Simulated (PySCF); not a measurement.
P5H5.
Cartesian coordinates in Å at the PBE0-D3(BJ)/def2-SVP level; atoms count from 1:
```xyz
10
P5H5 angstrom
P     -0.3164   -1.6510   -0.6083
P      1.5642   -1.0174    0.3632
P      1.4442    1.1844    0.4734
P     -0.6955    1.7271    0.5034
P     -1.8374   -0.1304   -0.1170
H      0.0277   -1.1145   -1.8835
H      1.1103   -1.2502    1.6952
H      1.6172    1.3684   -0.9298
H     -0.8288    1.5030    1.9066
H     -2.0346   -0.6370    1.2027
```

Method used: TDDFT B3LYP/def2-SVPD, vertical, gas phase, core orbitals frozen in the response in PySCF.

Frontier orbitals with the atoms that hold most of them (Löwdin shares over 4%, at most four atoms; ? is withheld):

```csv
orbital,ε (eV),atoms
LUMO+2,-0.60,"P2 26%, P1 25%, P3 16%, P5 14%"
LUMO+1,-1.05,"P4 26%, P2 21%, P5 21%, P1 14%"
LUMO,-1.27,?
HOMO,?,"P3 30%, P1 28%, P4 16%, P5 16%"
HOMO-1,-6.77,?
HOMO-2,-7.75,"P4 24%, P5 22%, P1 18%, P3 15%"
HOMO-3,-8.14,"P3 25%, P1 23%, P5 15%, P4 15%"
```

Problem. Which atoms hold the LUMO, and with what shares?

Solution. P5 (bonded to 2 P and H) 24%; P4 (bonded to 2 P and H) 21%; P3 (bonded to 2 P and H) 19%; P1 (bonded to 2 P and H) 16%.

Problem. Give the leading atoms of the HOMO-1.

Solution. P2 (bonded to 2 P and H) 38%; P5 (bonded to 2 P and H) 23%; P4 (bonded to 2 P and H) 22%; P1 (bonded to 2 P and H) 5%.

Problem. What is the HOMO energy, and the HOMO–LUMO gap?

Solution. ε(HOMO) = -6.62 eV; the gap is 5.36 eV (0.1969 hartree).

Problem. The HOMO–LUMO gap is 5.36 eV. Where does the response calculation put the lowest singlet, and from which orbitals?

Solution. S1 is at 4.42 eV (f = 0.0009), 0.94 eV below the gap, made of HOMO→LUMO (98%). Without the coupling terms of the response equations the lowest excitation would equal the gap.

Problem. Give energy, strength and leading configuration of S1, S2, S3 and S4, and follow the Löwdin shares of the leading atoms from the occupied to the empty orbital.

Solution. 
- S1 (4.42 eV, f 0.0009), HOMO→LUMO (98%): P3 30% → 19%, P1 28% → 16%, P5 16% → 24%, P4 16% → 21%
- S2 (4.54 eV, f 0.0019), HOMO-1→LUMO (98%): P2 38% → at most 16%, P5 23% → 24%, P4 22% → 21%
- S3 (4.71 eV, f 0.0008), HOMO→LUMO+1 (98%): P3 30% → at most 14%, P1 28% → 14%, P4 16% → 26%, P2 at most 10% → 21%
- S4 (4.79 eV, f 0.0003), HOMO-1→LUMO+1 (97%): P2 38% → 21%, P5 23% → 21%, P4 22% → 26%

Löwdin shares depend on the basis, the more so with diffuse functions.
